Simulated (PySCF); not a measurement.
Record of a relaxation.

C4H7FO.
Numbering: `[CH3:1][C@@H:2]([F:3])[C@@H:4]1[CH2:5][O:6]1` (hydrogens: H7, H8, H9 on C1; H10 on C2; H11 on C4; H12, H13 on C5)

Method: PySCF, PBE0-D3(BJ)/def2-SVP geometry optimisation, gas phase; density fitting, grid level 1; the optimiser is geomeTRIC in internal coordinates, started from a GFN2-xTB structure with every atom displaced at random (about 0.01 Å). The frame can shift and turn from step to step; on so coarse a grid that alone can change the energy by a few meV, and forces under 0.02 eV/Å are noise.

Step 0: E = -9008.3208 eV, largest atomic force 2.640 eV/Å
```
atom  x, y, z in Å  |  force x, y, z in eV/Å
C1     -1.612   -0.843    0.054   -0.483   2.347   0.375
C2     -0.664    0.344    0.085    0.858  -0.587   0.702
F3     -0.962    1.145    1.175    0.098  -0.218   0.078
C4      0.812   -0.112    0.201   -2.459   0.462   0.841
C5      1.882    0.692   -0.318   -0.148   0.810   0.000
O6      1.434   -0.438   -0.981    0.234  -1.081  -1.261
H7     -1.525   -1.415    0.955    0.111  -0.610   0.847
H8     -2.637   -0.444   -0.024    0.008  -0.222   0.055
H9     -1.412   -1.433   -0.793    0.359  -1.142  -1.418
H10    -0.778    0.988   -0.785    0.025   0.046  -0.611
H11     0.960   -0.780    1.056    0.269  -0.153   0.148
H12     1.677    1.645   -0.785   -0.233   0.517  -0.287
H13     2.831    0.633    0.149    1.362  -0.169   0.532
```

Step 1: E = -9008.5060 eV, largest atomic force 0.489 eV/Å
```
atom  x, y, z in Å  |  force x, y, z in eV/Å
C1     -1.891   -0.952   -0.280    0.164  -0.440  -0.137
C2     -0.847    0.127   -0.195   -0.058   0.110  -0.164
F3     -1.079    0.896    0.930    0.020   0.018  -0.016
C4      0.557   -0.406   -0.100    0.220   0.068  -0.030
C5      1.679    0.363   -0.638    0.102  -0.057   0.107
O6      1.179   -0.772   -1.312   -0.111   0.060   0.041
H7     -1.842   -1.589    0.622   -0.053   0.050  -0.129
H8     -2.899   -0.526   -0.355   -0.065   0.057   0.005
H9     -1.705   -1.587   -1.172   -0.066   0.188   0.275
H10    -0.905    0.786   -1.084    0.018  -0.045   0.112
H11     0.745   -1.088    0.743   -0.041   0.014   0.013
H12     1.482    1.330   -1.121    0.005  -0.004   0.006
H13     2.678    0.260   -0.185   -0.136  -0.021  -0.083
```

Step 2: E = -9008.5108 eV, largest atomic force 0.140 eV/Å
```
atom  x, y, z in Å  |  force x, y, z in eV/Å
C1     -1.887   -0.966   -0.276    0.061  -0.074  -0.042
C2     -0.859    0.135   -0.196    0.053   0.117  -0.041
F3     -1.096    0.906    0.926   -0.033   0.000   0.010
C4      0.552   -0.380   -0.103    0.080  -0.110   0.033
C5      1.694    0.361   -0.636   -0.092   0.084  -0.041
O6      1.158   -0.751   -1.321   -0.011  -0.039   0.021
H7     -1.835   -1.603    0.621   -0.003   0.016  -0.010
H8     -2.901   -0.548   -0.350    0.004   0.013   0.004
H9     -1.697   -1.592   -1.162   -0.012   0.040   0.036
H10    -0.927    0.792   -1.082   -0.012  -0.004   0.008
H11     0.730   -1.068    0.736   -0.008  -0.025   0.013
H12     1.531    1.336   -1.113   -0.009   0.007   0.010
H13     2.687    0.220   -0.189   -0.017  -0.024  -0.003
```

Step 3: E = -9008.5127 eV, largest atomic force 0.100 eV/Å
```
atom  x, y, z in Å  |  force x, y, z in eV/Å
C1     -1.880   -0.963   -0.280   -0.048   0.087   0.011
C2     -0.851    0.136   -0.192   -0.013  -0.054   0.047
F3     -1.092    0.906    0.930   -0.013  -0.015  -0.005
C4      0.556   -0.392   -0.094    0.025   0.019   0.022
C5      1.681    0.361   -0.639    0.008   0.023  -0.020
O6      1.155   -0.761   -1.314   -0.016  -0.019  -0.020
H7     -1.839   -1.603    0.613    0.012  -0.004   0.035
H8     -2.892   -0.538   -0.357    0.012  -0.018   0.004
H9     -1.689   -1.585   -1.164    0.014  -0.029  -0.067
H10    -0.912    0.794   -1.076   -0.001   0.007  -0.021
H11     0.736   -1.078    0.747   -0.011   0.013  -0.002
H12     1.500    1.333   -1.116   -0.006   0.002   0.008
H13     2.678    0.233   -0.202    0.037  -0.013   0.007
```

Step 4: E = -9008.5132 eV, largest atomic force 0.025 eV/Å
```
atom  x, y, z in Å  |  force x, y, z in eV/Å
C1     -1.880   -0.963   -0.280   -0.006   0.005  -0.003
C2     -0.852    0.136   -0.189   -0.004  -0.005   0.008
F3     -1.097    0.904    0.933    0.001  -0.009  -0.004
C4      0.556   -0.389   -0.093    0.012   0.003   0.022
C5      1.683    0.361   -0.641   -0.006   0.012  -0.007
O6      1.152   -0.762   -1.314   -0.012  -0.005  -0.011
H7     -1.836   -1.603    0.614    0.001  -0.004   0.005
H8     -2.892   -0.541   -0.357    0.002  -0.002   0.003
H9     -1.687   -1.583   -1.167    0.001  -0.005  -0.013
H10    -0.914    0.794   -1.074    0.006   0.008  -0.001
H11     0.737   -1.075    0.748   -0.004   0.006   0.003
H12     1.500    1.333   -1.116    0.006   0.000  -0.001
H13     2.682    0.230   -0.207    0.004  -0.005  -0.002
```

Step 5: E = -9008.5134 eV, largest atomic force 0.023 eV/Å
```
atom  x, y, z in Å  |  force x, y, z in eV/Å
C1     -1.879   -0.964   -0.281    0.011  -0.019  -0.007
C2     -0.853    0.137   -0.185   -0.002   0.013  -0.011
F3     -1.101    0.901    0.939    0.002  -0.006   0.001
C4      0.556   -0.386   -0.090   -0.004   0.008   0.006
C5      1.682    0.361   -0.644    0.006  -0.008  -0.006
O6      1.146   -0.761   -1.313   -0.001  -0.005  -0.003
H7     -1.833   -1.607    0.611   -0.002  -0.003  -0.009
H8     -2.892   -0.544   -0.357   -0.004   0.004   0.002
H9     -1.684   -1.580   -1.172   -0.003   0.005   0.012
H10    -0.915    0.797   -1.069    0.003   0.006   0.010
H11     0.737   -1.071    0.752    0.005   0.003   0.004
H12     1.503    1.333   -1.122   -0.006   0.001   0.004
H13     2.683    0.227   -0.214   -0.006   0.000  -0.002
```

**Question.** Summarise the path.

**Answer.** The energy falls by 4.44 kcal/mol from step 0 to step 5; nine tenths of that is first reached at step 1. It falls at every step. The largest force goes from 2.640 to 0.023 eV/Å. Among the bonds C1–H9 changes most, from 1.052 to 1.100 Å; the atoms move by 0.044 Å rms after alignment.

**Question.** Follow the three bonds and two angles with the largest change from start to end.

**Answer.** 
| step | E above end (kcal/mol) | largest force (eV/Å) | C1–H9 (Å) | C2–C4 (Å) | C5–H13 (Å) | C2–C1–H8 (°) | C2–C4–H11 (°) |
| --- | --- | --- | --- | --- | --- | --- | --- |
| 0 | 4.44 | 2.640 | 1.052 | 1.550 | 1.060 | 107.4 | 111.6 |
| 1 | 0.17 | 0.489 | 1.110 | 1.504 | 1.102 | 111.3 | 115.3 |
| 2 | 0.06 | 0.140 | 1.102 | 1.505 | 1.097 | 110.8 | 114.3 |
| 3 | 0.02 | 0.100 | 1.098 | 1.505 | 1.096 | 110.5 | 114.9 |
| 4 | 0.00 | 0.025 | 1.099 | 1.506 | 1.097 | 110.6 | 114.8 |
| 5 | 0.00 | 0.023 | 1.100 | 1.506 | 1.097 | 110.7 | 114.7 |

The cost below is that of the whole optimisation. Hardware: one thread of an Arm Neoverse V1, shared host. Cost: 30 s of wall time, 0.52 GiB resident at most.
